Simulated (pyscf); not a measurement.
A first-order saddle from PySCF, ωB97X-D3(BJ)/def2-SVP:

```xyz
12

B     -1.8475    -0.3890     1.3085
N     -2.6400     0.6449     2.0378
H     -1.0832    -1.0054     2.0673
H     -2.3041    -1.2899     0.6220
H     -2.9457     0.3430     2.9586
H     -3.4654     0.9631     1.5367
C     -0.9368     0.4413    -0.0198
C     -0.0730     0.1420     1.0203
H     -1.4171     1.4208    -0.0575
H     -0.9193    -0.1441    -0.9405
H      0.0968     0.8628     1.8231
H      0.6377    -0.6846     0.9439
```
Charge 0, spin multiplicity 1.

Surface: singlet, charge 0. Lowest wavenumbers (cm⁻¹): 425i, 236, 308, 365, 569.

Question: Which two sides does it connect, and which bonds change?

Answer: H₂B–NH₂ + H₂C=CH₂ ⇌ H₃C–CH₂–BH–NH₂, an addition across a multiple bond or ene-type step read from left to right: B–H broken and B–C, C–H formed. At CCSD(T)/def2-TZVPP + ΔMP2(QZVPP) it lies +20.0 kcal/mol from the left side and +53.9 kcal/mol from the right (each side as separated species at their lowest minima found). At the saddle there is also a short B–C contact that neither side keeps. H₃C–CH₂–BH–NH₂ lies 12.3 kcal/mol over its isomer H₃C–B(CH₃)–NH₂, and others may lie lower still (electronic energy, ωB97M-D3(BJ)). This is the saddle that the search found; another between the same sides may lie lower. The CCSD(T) − MP2 part came from Ansatz, without density fitting, on the same reference.
